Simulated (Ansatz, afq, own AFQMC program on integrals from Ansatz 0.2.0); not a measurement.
AFQMC on a folder of integrals that Ansatz 0.2.0 wrote.

```yaml
crystal:
  periodic: [false, false, false]
  atoms:
    - {symbol: Si, position_ang: [0.000461, 0.029690, -0.029879]}
    - {symbol: H, position_ang: [-0.010705, 1.120548, 1.053901]}
    - {symbol: H, position_ang: [-0.031083, -2.000179, 2.012923]}
    - {symbol: H, position_ang: [0.017304, 1.113520, -1.120614]}
    - {symbol: H, position_ang: [0.011627, -1.061169, -1.113659]}
basis:
  gaussian: {orbitals: 6-31G}
total_charge: 1
magnetization: {spin_polarized: true, initial_magnetization: 1}
correlation: {method: ccsd_t, electrons: outside_noble_gas, hamiltonian_folder: ham}
```

```sh
$ ansatz run in.yaml --threads 1 --pin off --events-out ev --progress --plain --max-ram 16896MiB --backend cuda --devices 0, --max-vram 18GiB
```

afq runs on the folder ham with

```
--method phaseless --trial hf --walkers 4000 --populations 20 --least-time 40 --time-step 0.005 --steps-per-block 20 --equilibration-blocks 160 --max-blocks 4000 --target-error 0.0016 --factor-cut 1e-05 --start spin_pure --seed 5168 --taylor-order 6
```

Times are imaginary, in 1/Eh. The walk had a cap of 49 s. With eight or more populations the least sampling time is a fifth of least-time, and the error comes from their spread.

```
orbitals 16  electrons 4 3  factors 100 of 268
reference energy -290.72326115 Eh
CCSD correlation -0.07549828 Eh in 12 cycles, weight of the determinant in the CISD state 0.9341
energy of the start -290.723354 Eh
 block  time / (1/Eh)  mean weight  energy / Eh
     1     0.100  1.0002  -290.733012
     2     0.200  1.0004  -290.741509
     3     0.300  1.0004  -290.748498
     4     0.400  1.0003  -290.754204
     5     0.500  1.0004  -290.759313
     8     0.800  1.0001  -290.771677
    13     1.300  0.9999  -290.782882
    25     2.500  0.9999  -290.794810
    31     3.100  1.0000  -290.797470
    49     4.900  0.9999  -290.797630
    67     6.700  0.9999  -290.798412
    85     8.500  1.0000  -290.798601
   103    10.300  0.9999  -290.796141
   121    12.100  1.0002  -290.797957
   139    13.900  1.0000  -290.800887
   157    15.700  0.9999  -290.797512
   175    17.500  0.9999  -290.803753
   193    19.300  1.0001  -290.799476
   211    21.100  0.9999  -290.799016
   229    22.900  1.0000  -290.802483
   235    23.500  1.0001  -290.801327
error from the spread of 20 populations
energy -290.800075 +/- 0.000642 Eh
(rows thinned)
```

(1) Estimate how long the walk took on 1 × NVIDIA H100 80GB HBM3 with 2 threads of AMD EPYC 7R13 Processor (Zen 3) (shared host) (the card was shared).

The run passed its tests (sampling time, drift between the halves within three errors, error under three times the target), which doesn't prove that it has relaxed.

Against this walk (error 17.5 meV) on the same determinant: CCSD(T) 16.1 meV higher (within the noise), CCSDT(Q) 5.6 meV higher (within the noise), CCSDTQ 5.1 meV higher (within the noise), full CI 5.1 meV higher (within the noise), a separate phaseless walk with a CISD trial and standard settings 8.5 ± 17.5 meV higher (within the noise). The error is statistical and leaves out the bias of the constraint.

Cautions: constraint bias not in the error.

Answers

(1) 24 s of wall time.

CCSDT and higher add their correlation energy to the determinant of the CCSD(T) run, since their own runs factorise the integrals more tightly (a shift of under 2 meV). A walk keeps the symmetry of its determinant, which the program's search chose and which needn't be the lowest solution, so a lower state of the same spin and another symmetry isn't excluded.
